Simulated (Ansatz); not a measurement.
# One shape, several levels: NH2 (SMILES [NH2])

Wanted: a comparison of 6 runs (U-r2SCAN/3-21G, U-revPBE/3-21G, U-r2SCAN0/6-31G*, UCCSDT(Q)/6-31G*, UCCSD/3-21G, UCCSD(T)/3-21G) of NH2. 

The results are computed with Ansatz 0.2.0.

48 further runs of the same task are left out: 48 set aside as unsound or not needed.

## (1) The molecule

The species is NH2 (3 atoms), meant as a doublet with charge 0. As SMILES, `[NH2]`. The H2–N1 distance was set to 2.535 Å, away from the relaxed value. At this shape a bond of the SMILES string is far longer than usual.

Bond lengths: N1–H3 1.014 Å.

## (2) The energy at U-r2SCAN/3-21G (run 1)

job.yaml

```yaml
crystal:
  periodic: [false, false, false]
  atoms:
    - {symbol: N, position_ang: [0.534574, -1.685873, 0.116416]}
    - {symbol: H, position_ang: [0.155580, 0.820260, 0.174790]}
    - {symbol: H, position_ang: [-0.235366, -2.141703, -0.361244]}
basis:
  gaussian: {orbitals: 3-21G.json}
accuracy: high
magnetization: {spin_polarized: true, initial_magnetization: 1}
hamiltonian: {xc: r2scan}
```

The basis set 3-21G is read from a file made from the Basis Set Exchange's data (not shown).

Launch:

```bash
$ ansatz run job.yaml --threads 1 --pin off --max-ram 2610MiB --events-out events.jsonl --progress --plain --runs-dir runs
```

The log of the run:

```text
Warning: RAYON_NUM_THREADS=1 ignored (pool sized by the plan → 1); use --threads N
Functional definition: r2SCAN
  name "r2SCAN"
  parameter k0 = 0.174
  parameter k1 = 0.065
  parameter a1 = 4.9479
  exchange = r2scan_x(k0 = k0, k1 = k1, a1 = a1)
  correlation = r2scan_c
243 factors; integrals over basis functions are off by at most 3.7e-9 eV
mean field evaluation 1: about -1498.1559 eV, gradient 3.0e1 eV
mean field evaluation 2: about -1484.6927 eV, gradient 4.9e1 eV
mean field evaluation 4: about -1506.6538 eV, gradient 3.0e0 eV
mean field evaluation 8: about -1507.0850 eV, gradient 2.9e-1 eV
mean field evaluation 16: about -1507.0856 eV, gradient 4.2e-5 eV
mean field evaluation 32: about -1507.0856 eV, gradient 4.2e-4 eV
mean field evaluation 64: about -1506.4253 eV, gradient 1.2e0 eV
mean field -1507.08562187 eV, -55.3843750644 hartree, gradient 4.1e-8 eV, S^2 1.667618; 6 other end points of the search recorded, 0 dependent functions left out
reference -1507.08562250 eV, -55.3843750875 hartree; 5, 4 occupied and 8, 9 virtual orbitals, 243 factors
Total energy: -1507.08562250 eV, -55.3843750875 hartree
```

It took 5.4 s on 1 thread of Arm Neoverse V1, shared host; peak memory 0.13 GiB.

## (3) The energy at U-revPBE/3-21G (run 2)

run.yaml

```yaml
crystal:
  periodic: [false, false, false]
  atoms:
    - {symbol: N, position_ang: [0.534574, -1.685873, 0.116416]}
    - {symbol: H, position_ang: [0.155580, 0.820260, 0.174790]}
    - {symbol: H, position_ang: [-0.235366, -2.141703, -0.361244]}
basis:
  gaussian:
    orbitals: 3-21G.json
magnetization:
  spin_polarized: true
  initial_magnetization: 1
hamiltonian:
  xc: {name: revPBE}
accuracy: high
```

The basis set 3-21G is read from a file made from the Basis Set Exchange's data (not shown).

Launch:

```bash
$ ansatz run run.yaml --threads 1 --pin off --max-ram 2610MiB --events-out events.jsonl --progress --plain --runs-dir runs
```

The log of the run:

```text
Warning: RAYON_NUM_THREADS=1 ignored (pool sized by the plan → 1); use --threads N
Functional definition: revPBE
  name "revPBE"
  parameter kappa = 1.245
  parameter beta = 0.06672455060314922
  exchange = pbe_x(kappa = kappa, mu = beta*pi^2/3)
  correlation = pbe_c(beta = beta)
243 factors; integrals over basis functions are off by at most 3.7e-9 eV
mean field evaluation 1: about -1498.1499 eV, gradient 3.2e1 eV
mean field evaluation 2: about -1481.7589 eV, gradient 5.4e1 eV
mean field evaluation 4: about -1504.3399 eV, gradient 1.5e1 eV
mean field evaluation 8: about -1507.4741 eV, gradient 2.6e-1 eV
mean field evaluation 16: about -1507.4695 eV, gradient 3.5e-5 eV
mean field evaluation 32: about -1507.4695 eV, gradient 7.0e-5 eV
mean field evaluation 64: about -1506.5320 eV, gradient 2.3e0 eV
mean field -1507.46951725 eV, -55.3984829595 hartree, gradient 5.3e-8 eV, S^2 1.655310; 6 other end points of the search recorded, 0 dependent functions left out
reference -1507.46951899 eV, -55.3984830232 hartree; 5, 4 occupied and 8, 9 virtual orbitals, 243 factors
Total energy: -1507.46951899 eV, -55.3984830232 hartree
```

Wall time 1.6 s (1 thread of Arm Neoverse V1, shared host).

Runs 3 to 5 aren't shown in full; the table further down has their settings and results.

## (4) The energy at UCCSD(T)/3-21G (run 6)

input.yaml

```yaml
basis:
  gaussian: {orbitals: 3-21G.json}
crystal:
  periodic: [false, false, false]
  atoms:
    - {symbol: "N", position_ang: [0.534574, -1.685873, 0.116416]}
    - {symbol: H, position_ang: [0.155580, 0.820260, 0.174790]}
    - {symbol: H, position_ang: [-0.235366, -2.141703, -0.361244]}
magnetization: {spin_polarized: true, initial_magnetization: 1}
correlation: {method: ccsd_t, frozen_orbitals: {H: 0, "N": 1}}
accuracy: high
scf: {omitted_lower_state_checks: [cluster_reference, increment]}
```

The basis set 3-21G is read from a file made from the Basis Set Exchange's data (not shown).

Launch:

```bash
$ ansatz run input.yaml --threads 1 --pin off --max-ram 2610MiB --events-out events.jsonl --progress --plain --runs-dir runs
```

The log of the run:

```text
Warning: RAYON_NUM_THREADS=1 ignored (pool sized by the plan → 1); use --threads N
[... 16 lines left out ...]
1 core orbitals not correlated: weight in the atoms' cores, before any rotation towards them, 1.000 or more for the frozen orbitals, at most 0.000 for the correlated occupied ones
[... 53 lines left out ...]
Total energy: -1502.66606390 eV, -55.2219593045 hartree
Checks for a lower state left out: cluster_reference, increment
```

Wall time 0.38 s (1 thread of Arm Neoverse V1, shared host).

## (5) The series

```
run                                   level  frozen core orbitals  energy (Eh)   ⟨S²⟩  wall time
  1                          U-r2SCAN/3-21G                     –   -55.384375  1.668      5.4 s
  2                          U-revPBE/3-21G                     –   -55.398483  1.655      1.6 s
  3  U-r2SCAN0/6-31G* (spherical functions)                     –   -55.687464  1.696        6 s
  4  UCCSDT(Q)/6-31G* (spherical functions)                     1   -55.577658  1.741      2.6 s
  5                             UCCSD/3-21G                     1   -55.221244  1.739     0.36 s
  6                          UCCSD(T)/3-21G                     1   -55.221959  1.739     0.38 s
```

## (6) Outcome

```
                                         quantity         value
                              run 6: total energy  -55.22196 Eh
run 6: correlation energy (1 core orbital frozen)     -66.5 mEh
                            run 6: (T) correction     -0.72 mEh
         run 6: ⟨S²⟩ of the reference determinant         1.739
                             run 6: T1 diagnostic         0.012
```

In words: Totals of different functionals can't be ranked against each other. Spin contamination of the reference: run 4 ⟨S²⟩ = 1.74, run 5 ⟨S²⟩ = 1.74, run 6 ⟨S²⟩ = 1.74, run 3 ⟨S²⟩ = 1.70, run 1 ⟨S²⟩ = 1.67, run 2 ⟨S²⟩ = 1.66. Where it is this large, the reference is a mixture of spin states, and values that rest on it are in doubt. All runs together took 16 s, the longest 6 s.
